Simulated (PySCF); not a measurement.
Compound: 2-methyl-1,3-dithiolane, C4H8S2.
SMILES with atom numbers: `[CH3:1][CH:2]1[S:3][CH2:4][CH2:5][S:6]1` (hydrogens: H7, H8, H9 on C1; H10 on C2; H11, H12 on C4; H13, H14 on C5)

The same species was optimised twice, with GFN2-xTB and with PBE0-D3(BJ)/def2-SVP (PySCF), and the same property calculations (PySCF, gas phase) were run on both structures.

```csv
coordinate,GFN2-xTB,PBE0-D3(BJ)/def2-SVP,change
C5–S6 (Å),1.830,1.816,-0.014
C2–S3 (Å),1.819,1.827,+0.008
S3–C4 (Å),1.818,1.812,-0.006
C4–C5 (Å),1.511,1.514,+0.003
C1–C2 (Å),1.515,1.517,+0.002
C2–S6 (Å),1.843,1.842,-0.001
C2–S3–C4 (°),93.4,95.2,+1.8
C1–C2–S3 (°),112.3,113.3,+1.0
C4–C5–S6 (°),108.6,107.8,-0.8
S3–C2–S6 (°),108.2,108.9,+0.7
C1–C2–S6 (°),110.9,110.4,-0.5
C2–S6–C5 (°),97.5,97.6,+0.1
S3–C4–C5 (°),106.7,106.8,+0.1
```

Rotational constants: A = 2832, B = 2642, C = 1667 MHz (GFN2-xTB) against A = 2767, B = 2721, C = 1597 MHz (PBE0-D3(BJ)/def2-SVP). Point groups within 0.08 Å: C1 and C1. Atoms that the bonding makes alike are paired by their places after alignment.

On the GFN2-xTB structure: lowest singlet, TDDFT (eV) 5.08 [CAM-B3LYP/def2-SVPD]; isotropic polarisability (au) 85.4 [CAM-B3LYP/def2-SVPD]; HOMO (eV) -7.86 [CAM-B3LYP/def2-SVPD]; LUMO (eV) 0.86 [CAM-B3LYP/def2-SVPD]; dipole (D) 1.28 [CAM-B3LYP/def2-SVPD]; HOMO (eV) -6.53 [PBE0/pcSseg-1]; LUMO (eV) 0.14 [PBE0/pcSseg-1]; dipole (D) 1.33 [PBE0/pcSseg-1]; GIAO shielding of C1 (ppm) 155.1 [PBE0/pcSseg-1]; GIAO shielding of C2 (ppm) 128.9 [PBE0/pcSseg-1]; GIAO shielding of S3/S6 (mean) (ppm) 397.8 [PBE0/pcSseg-1]; GIAO shielding of C4/C5 (mean) (ppm) 143.1 [PBE0/pcSseg-1].

Task: What do these properties become on the PBE0-D3(BJ)/def2-SVP structure?

Result: 
| property | level | on GFN2-xTB | on PBE0-D3(BJ)/def2-SVP | change |
| --- | --- | --- | --- | --- |
| lowest singlet, TDDFT (eV) | CAM-B3LYP/def2-SVPD | 5.08 | 5.08 | 0.00 |
| isotropic polarisability (au) | CAM-B3LYP/def2-SVPD | 85.4 | 86.2 | +0.8 |
| HOMO (eV) | CAM-B3LYP/def2-SVPD | -7.86 | -7.88 | -0.02 |
| LUMO (eV) | CAM-B3LYP/def2-SVPD | 0.86 | 0.83 | -0.03 |
| dipole (D) | CAM-B3LYP/def2-SVPD | 1.28 | 1.04 | -0.24 |
| energy, GFN2-xTB geometry as zero (kcal/mol) | CAM-B3LYP/def2-SVPD | 0.0 | -0.6 | -0.6 |
| HOMO (eV) | PBE0/pcSseg-1 | -6.53 | -6.56 | -0.03 |
| LUMO (eV) | PBE0/pcSseg-1 | 0.14 | 0.10 | -0.04 |
| dipole (D) | PBE0/pcSseg-1 | 1.33 | 1.08 | -0.25 |
| energy, GFN2-xTB geometry as zero (kcal/mol) | PBE0/pcSseg-1 | 0.0 | -0.4 | -0.4 |
| GIAO shielding of C1 (ppm) | PBE0/pcSseg-1 | 155.1 | 154.2 | -0.9 |
| GIAO shielding of C2 (ppm) | PBE0/pcSseg-1 | 128.9 | 128.5 | -0.4 |
| GIAO shielding of S3/S6 (mean) (ppm) | PBE0/pcSseg-1 | 397.8 | 411.4 | +13.6 |
| GIAO shielding of C4/C5 (mean) (ppm) | PBE0/pcSseg-1 | 143.1 | 140.6 | -2.5 |

The heavy atoms differ by 0.110 Å rms after alignment (one structure mirrored). Among bonds between heavy atoms C5–S6 changes most (-0.014 Å). Changes are differences of the printed values. Neither structure is proved a minimum here.
